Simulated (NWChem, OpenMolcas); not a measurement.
**NWChem → OpenMolcas**

NWChem 7.3.0 runs this on BH2Cl− (SMILES [BH2-]Cl):

job.nw:
```
start job
memory stack 880 mb heap 220 mb global 1100 mb
charge -1
geometry units angstrom noautosym nocenter noautoz
  B    -0.072740   -0.194320   -0.337270
  Cl    1.390160    0.062360    0.884750
  H    -0.963970   -0.752550    0.264630
  H    -0.353460    0.884500   -0.812110
end
basis spherical bse
  * library STO-3G
end
dft
  xc b3lyp
  mult 2
  grid xfine
  convergence energy 1e-08
  iterations 100
  mulliken
end
task dft gradient
```

```bash
$ nwchem job.nw > job.out
```

Geometry: relaxed at GFN2-xTB.

The HOMO lies above zero, from self-interaction, a short basis or an unbound electron. Without diffuse functions such a state is poorly described.

It gives a total energy of -480.814480 Eh.

Write the same calculation for OpenMolcas 26.06 as an input file of the program's own, asking for the energy.

One way, which was run:

coord.xyz:
```
4

B     -0.072740    -0.194320    -0.337270
Cl     1.390160     0.062360     0.884750
H     -0.963970    -0.752550     0.264630
H     -0.353460     0.884500    -0.812110
```

test.input:
```
>>> EXPORT MOLCAS_PRINT=2

&GATEWAY
 BasLib=$CurrDir
 Coord=coord.xyz
 Basis=STO-3G
 Group=NoSym

&SEWARD
 GridInput
 Grid=UltraFine
 End of Grid

&SCF
 UHF
 Charge=-1
 Spin=2
 KSDFT=B3LYP
 Thresholds=1e-10 1e-07 1e-07 1e-05
 PrOrbitals=1 1
```

```bash
$ export MOLCAS_MEM=1860
$ pymolcas test.input > test.log
```

(Basis files named in the input come from the Basis Set Exchange and aren't shown.)

Its energy is -480.814480 Eh, the same as the first but for the last digit, at most.
